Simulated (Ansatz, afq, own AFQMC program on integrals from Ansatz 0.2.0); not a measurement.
**Where AFQMC and coupled cluster stand for Zn, singlet**

A free Zn atom.

Basis def2-SVP. Only valence electrons are correlated. Ansatz 0.2.0 and our own AFQMC program on the same integrals; the CISD trial comes from CCSD amplitudes, and released means the phaseless constraint is let go. ± is one standard error of the sampling. The metal's outer-core s and p shells are frozen, which shifts wave-function levels against functionals.

Determinant: RHF, the one that the program's search chose, which needn't be the lowest solution.

No full CI on the walks' own integrals is used here; CCSDTQ serves as the reference and is uncertain by about the last step of the cluster series.

Cautions: no relativity below Rb; outer-core shells of the metal frozen.

```
T1 diagnostic                               : 0.0115
weight of the determinant in the CISD state : 0.920
size of the correlated space                : 12 electrons in 22 orbitals
```

```json
{"level": "MP2", "correlation energy (eV)": "-7.8168"}
{"level": "CCSD", "correlation energy (eV)": "-7.5160"}
{"level": "CCSD(T)", "correlation energy (eV)": "-7.7283"}
```

Problem. Estimate where AFQMC with the constraint released lies against CCSD(T) on the same integrals.

Solution. 1.27 ± 0.14 mEh above CCSD(T).

Reference: CCSDTQ, correlation energy -7.695 eV. The released energy is read at 1.50 1/Eh (meV from the phaseless value at times in 1/Eh: 4 ± 3 at 0.24, 2 ± 3 at 0.50, 3 ± 4 at 1.00, -2 ± 4 at 1.50).

```csv
level,E − E(reference) (mEh),share of correlation (%)
CCSD(T),-1.22,100.43
CCSDT,-0.69,100.24
CCSDT(Q),0.39,99.86
ph-AFQMC/HF,-1.25 ± 0.59,100.44
ph-AFQMC/CISD,0.12 ± 0.11,99.96
released AFQMC,0.05 ± 0.14,99.98
```

CCSDT and higher add their correlation energy to the determinant of the CCSD(T) run, since their own runs factorise the integrals more tightly (a shift of under 2 meV). A walk keeps the symmetry of its determinant, which the program's search chose and which needn't be the lowest solution, so a lower state of the same spin and another symmetry isn't excluded. Released energies are given only where the last usable release times agree within the noise; a slower fall can still hide under it.
